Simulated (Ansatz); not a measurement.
# U-r2SCAN0/STO-3G run of Si2H4 (SMILES [SiH][SiH3])

Aim: the vertical ionisation energy of Si2H4 at U-r2SCAN0/STO-3G, from 2 runs. 

The calculation is run with Ansatz 0.2.0.

29 further runs of the same task are left out: 29 set aside as unsound or not needed.

## 1. Starting point

Si2H4 has 6 atoms, charge 0, and is taken as a triplet. As SMILES, `[SiH][SiH3]`. Geometry: relaxed at GFN2-xTB.

Bond lengths: Si1–Si2 2.254 Å, Si1–H3 1.473 Å, Si2–H4 1.467 Å, Si2–H5 1.474 Å, Si2–H6 1.474 Å. Angles: Si1–Si2–H4 105.5°, Si1–Si2–H5 115.5°, Si1–Si2–H6 115.4°, Si2–Si1–H3 128.8°, H4–Si2–H5 107.9°, H4–Si2–H6 107.9°, H5–Si2–H6 104.3°.

## 2. The energy at U-r2SCAN0/STO-3G

The input, input.yaml:

```yaml
crystal:
  periodic: [false, false, false]
  atoms:
    - {symbol: Si, position_ang: [0.322720, -1.575880, 0.287350]}
    - {symbol: Si, position_ang: [-0.300130, 0.523270, -0.245660]}
    - {symbol: H, position_ang: [1.427930, -2.017820, 1.155760]}
    - {symbol: H, position_ang: [-1.456530, 0.376070, -1.136010]}
    - {symbol: H, position_ang: [0.714920, 1.325330, -0.951090]}
    - {symbol: H, position_ang: [-0.708920, 1.369020, 0.889660]}
basis:
  gaussian:
    orbitals: STO-3G
total_charge: 0
magnetization:
  spin_polarized: true
  initial_magnetization: 2
hamiltonian:
  xc: {name: r2SCAN0}
accuracy: high
```

The run is started by

```
$ ansatz run input.yaml --threads 1 --pin off --max-ram 2610MiB --events-out events.jsonl --progress --plain --runs-dir runs
```

The log of the run:

```text
Warning: RAYON_NUM_THREADS=1 ignored (pool sized by the plan → 1); use --threads N
Functional definition: r2SCAN0
  name "r2SCAN0"
  parameter a = 0.25
  parameter k0 = 0.174
  parameter k1 = 0.065
  parameter a1 = 4.9479
  exchange = (1 - a)*r2scan_x(k0 = k0, k1 = k1, a1 = a1) + a*exact_x
  correlation = r2scan_c
388 factors; integrals over basis functions are off by at most 6.1e-9 eV
mean field evaluation 1: about -15632.3979 eV, gradient 8.7e0 eV
mean field evaluation 2: about -15632.9621 eV, gradient 5.0e0 eV
mean field evaluation 4: about -15633.1666 eV, gradient 1.8e-1 eV
mean field evaluation 8: about -15633.1228 eV, gradient 1.1e-2 eV
mean field evaluation 16: about -15633.1228 eV, gradient 3.1e-6 eV
mean field -15633.12276567 eV, -574.5066651271 hartree, gradient 8.6e-8 eV, S^2 2.003055; 0 other end points of the search recorded, 0 dependent functions left out
reference -15633.12276645 eV, -574.5066651559 hartree; 17, 15 occupied and 5, 7 virtual orbitals, 388 factors
Total energy: -15633.12276645 eV, -574.5066651559 hartree
```

Wall time 3.3 s (1 thread of AMD EPYC 9R14 (Zen 4), shared host); peak memory 0.27 GiB.

## 3. The doublet cation at the same level

The input, molecule.yaml:

```yaml
crystal:
  periodic: [false, false, false]
  atoms:
    - {symbol: Si, position_ang: [0.322720, -1.575880, 0.287350]}
    - {symbol: Si, position_ang: [-0.300130, 0.523270, -0.245660]}
    - {symbol: H, position_ang: [1.427930, -2.017820, 1.155760]}
    - {symbol: H, position_ang: [-1.456530, 0.376070, -1.136010]}
    - {symbol: H, position_ang: [0.714920, 1.325330, -0.951090]}
    - {symbol: H, position_ang: [-0.708920, 1.369020, 0.889660]}
basis:
  gaussian: {orbitals: STO-3G}
total_charge: 1
magnetization: {spin_polarized: true, initial_magnetization: 1}
hamiltonian: {xc: {name: r2SCAN0}}
accuracy: high
```

The run is started by

```
$ ansatz run molecule.yaml --threads 1 --pin off --max-ram 2610MiB --events-out events.jsonl --progress --plain --runs-dir runs
```

The log of the run:

```text
Warning: RAYON_NUM_THREADS=1 ignored (pool sized by the plan → 1); use --threads N
[... 8 set-up lines as earlier in the session ...]
387 factors; integrals over basis functions are off by at most 6.1e-9 eV
mean field evaluation 1: about -15627.1688 eV, gradient 9.2e0 eV
mean field evaluation 2: about -15627.8274 eV, gradient 5.2e0 eV
mean field evaluation 4: about -15628.1313 eV, gradient 1.5e-1 eV
mean field evaluation 8: about -15628.0841 eV, gradient 5.6e-3 eV
mean field evaluation 16: about -15628.0841 eV, gradient 4.7e-6 eV
mean field -15628.08406928 eV, -574.3214964503 hartree, gradient 9.1e-8 eV, S^2 0.750571; 0 other end points of the search recorded, 0 dependent functions left out
reference -15628.08407006 eV, -574.3214964788 hartree; 16, 15 occupied and 6, 7 virtual orbitals, 387 factors
Total energy: -15628.08407006 eV, -574.3214964788 hartree
```

Wall time 3.6 s (1 thread of AMD EPYC 9R14 (Zen 4), shared host); peak memory 0.27 GiB.

## 4. Outcome

At U-r2SCAN0/STO-3G:

| quantity | value |
| --- | --- |
| triplet Si2H4: total energy | -574.50667 Eh |
| triplet Si2H4: ⟨S²⟩ | 2.003 |
| doublet cation: total energy | -574.32150 Eh |
| doublet cation: ⟨S²⟩ | 0.751 |
| vertical ionisation energy (to the doublet cation) | 5.039 eV |

**Reading.** The vertical ionisation energy comes to 5.04 eV (486 kJ/mol). In a minimal basis such a difference can be off by several eV, whatever the method.
